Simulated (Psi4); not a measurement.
## Run times for C2H8N2 (SMILES CN(C)N)

C2H8N2: 12 atoms, total charge 0, spin state singlet. SMILES: `CN(C)N`. Geometry: relaxed at PBE0-D4/def2-TZVP. This is one conformer, not always the lowest.

```xyz
12

C    -0.9528   -0.7992   -0.0478
N    -0.0543    0.2049    0.4718
C     1.3290   -0.1610    0.2852
N    -0.2732    1.4766   -0.0988
H    -0.7589   -1.7594    0.4357
H    -0.8449   -0.9352   -1.1408
H    -1.9862   -0.5144    0.1619
H     1.5275   -1.1054    0.7966
H     1.9638    0.6156    0.7097
H     1.5959   -0.2853   -0.7803
H    -0.4342    1.3953   -1.1064
H    -1.1115    1.8675    0.3131
```

Program: Psi4 1.11. Hardware: 1 thread of AMD EPYC 7R43 (Zen 3), shared host, so times are rough. Two-electron integrals are exact unless an approximation is named.

Q: Estimate their order by wall time, quickest first.
A. energy at B2PLYP/6-31G* (density fitting for correlation, spherical functions), 4 core orbitals frozen, grid 99 radial × 590 angular
B. gradient of the doublet cation at U-wB97X/6-31G* (spherical functions), grid 99 radial × 590 angular
C. energy at wB97M-V/6-31G* (spherical functions), grid 99 radial × 590 angular

A: A (28 s), B (73 s), C (7 min).
